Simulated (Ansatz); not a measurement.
Ideal-gas functions of `Cl[B+]Cl` at 600 K and 1 bar, from an Ansatz frequency run at PBE0-D4/def2-TZVP.

Molar mass 81.72 g/mol, point group D∞h (symmetry number 2), electronic degeneracy 1, moments of inertia 183.738 u Å². Harmonic wavenumbers (cm⁻¹, unscaled): 328, 328, 567, 1489.

Use S(trans) = R[1.5 ln M + 2.5 ln T − 1.1517]; rotational temperatures θ = 24.2544 K / I; S(rot) = R[ln(T/σθ) + 1]; for each mode x = 1.438777 ν̃/T, S = R[x/(eˣ − 1) − ln(1 − e⁻ˣ)] and H = RT x/(eˣ − 1); 1 cm⁻¹ = 0.0119627 kJ/mol; R = 8.31446 J/(mol·K).

Task: By hand: the entropy, in J/(mol·K).

Result: Translation 178.3. Rotation: θ = 0.132 K, giving 72.6. Vibration, mode by mode: 10.52, 10.52, 6.37, 1.10, in all 28.5. Electronic 0.0. Sum 279.4 J/(mol·K).

Task: By hand: H − E and G − E in kJ/mol, counted from the electronic energy.

Result: Zero-point energy ½ × 2712 × 0.0119627 = 16.2; thermal vibration 9.4; translation, rotation and pV give 3.5 RT = 17.5. H − E = 43.1 kJ/mol, and G − E = 43.1 − 600 × 279.4/1000 = -124.5 kJ/mol.

Vibration gives 10 % of the entropy.
